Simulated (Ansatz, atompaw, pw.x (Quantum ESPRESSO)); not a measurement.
# nitrogen (N): one change to the PAW (atompaw) potential, in the atom and in the fcc crystal

```json
{
  "Element": "N",
  "Generator": "atompaw 4.2.0.5",
  "Type": "PAW",
  "Functional": "PBEsol",
  "Relativity": "scalar-relativistic",
  "Frozen core": "[He]",
  "Valence charge": "5",
  "Reference configuration": "2s2 2p3",
  "Partial waves": "2s (bound); 2s channel at -0.05 Ry; 2p (bound); 2p channel at 1.35 Ry; 3d channel at 0.45 Ry; 3d channel at 2.9 Ry",
  "Local potential": "bessel scheme, radius 1.90 bohr",
  "Core correction": "smooth core density matched at 1.60 bohr",
  "Augmentation charge": "sinc compensation charge, radius 1.60 bohr; PAW radius 1.95 bohr; waves and projectors: bloechl"
}
```

Change: all radii scaled by about 0.89 (s 1.74, p 1.74, d 1.74 bohr); local potential bessel scheme, radius 1.70 bohr; augmentation sinc compensation charge, radius 1.42 bohr; PAW radius 1.74 bohr; waves and projectors: bloechl; core correction smooth core density matched at 1.42 bohr.

Cutoffs, loose and tight: the cutoffs (Ry, on a coarse ladder) from which the occupation-weighted sum of valence levels, in a spherical-Bessel basis at the reference potential, stays within 10 and 1 mRy of its value at 400 Ry. They see the waves, projectors and local potential, not the compensation charge or the core.

Crystal test: fcc N in pw.x 7.5, no spin, 18³ k-points, Fermi–Dirac smearing 0.01 Ry, cutoffs set for each file from its atomic test. The reference is all-electron LAPW (Ansatz 0.2.0) with the same functional, mesh and smearing; V0 and B0 come from Birch–Murnaghan fits to the pressures at five volumes. Errors are pseudo minus all-electron; Δ is the rms difference of the E(V) curves that follow from these fits, minima aligned, over ±6 % about the mean V0. Mesh and smearing are coarse, so the numbers serve the comparison and aren't converged zero-temperature values; the lattice is a test structure that the element need not adopt. Spin polarisation is left out.

All-electron: a0 = 3.070 Å (V0 = 7.23 Å³/atom), B0 = 205.4 GPa.

Q: Does the change bring the crystal closer to the all-electron result?

A: The mean pressure error goes from +2.49 to +1.17 GPa, so the change moves the solid closer to the all-electron pressures.

```tsv
quantity	base	changed
outcome (atom)	generated	generated
cutoff, loose (atom)	25 Ry	30 Ry
cutoff, tight (atom)	35 Ry	45 Ry
bound ghosts (atom)	none	none
cutoffs in pw.x (Ry)	45/450	55/550
a0 (Å)	3.082	3.076
a0 error (%)	+0.38	+0.18
B0 error (%)	+0.7	+0.5
Δ (meV/atom)	3.8	1.8
mean pressure error (GPa)	+2.49	+1.17
```

 The atomic cutoffs weigh occupied waves only.
